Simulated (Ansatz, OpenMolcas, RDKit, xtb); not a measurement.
# How methods differ on C2H6Si (SMILES CC[SiH])

The species is C2H6Si (9 atoms), meant as a singlet with charge 0. SMILES: `CC[SiH]`. The shape is that of a PBE0-D4/def2-TZVP optimisation. This is one conformer, not always the lowest.

Quantity: the HOMO–LUMO gap, in eV. The values are calculated.

```tsv
level	kind	program	value (eV)
extended Hückel	semi-empirical	RDKit	2.26
GFN0-xTB	semi-empirical	xtb	1.44
HF/cc-pVDZ	Hartree–Fock	OpenMolcas	9.45
SVWN5/cc-pVDZ	LDA	OpenMolcas	1.69
BLYP/cc-pVDZ	GGA	OpenMolcas	1.85
M06-L/cc-pVDZ	meta-GGA	OpenMolcas	2.32
TPSS/cc-pVDZ	meta-GGA	OpenMolcas	2.05
BHLYP/cc-pVDZ	global hybrid	Ansatz	5.69
CAM-B3LYP/cc-pVDZ	range-separated hybrid	Ansatz	6.17
PBE-QIDH/cc-pVDZ	double hybrid	Ansatz	7.16
```

The values span 1.44 to 9.45 eV. Orbital gaps aren't excitation energies, and those of double hybrids come from the SCF part alone; they tend to grow with the share of exact exchange.
